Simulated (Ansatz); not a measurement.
hcp Os, treated with PBE in Ansatz (PAW).

Numerical settings: plane-wave cutoff 520 eV, 24×24×14 k mesh (along the axes of the cell as run), Fermi–Dirac smearing 0.05 eV, no spin polarisation, scalar-relativistic PAW data made under PBE.

The cell is scaled about its equilibrium volume:

Shape and atoms are relaxed at each volume.

```csv
V (Å³/atom),P (GPa),c (Å),a (Å)
13.705,17.88,4.293,2.715
13.990,8.43,4.319,2.735
14.276,0.01,4.346,2.754
14.561,-7.49,4.371,2.774
14.847,-14.15,4.396,2.793
```

Ansatz is an electronic-structure program.
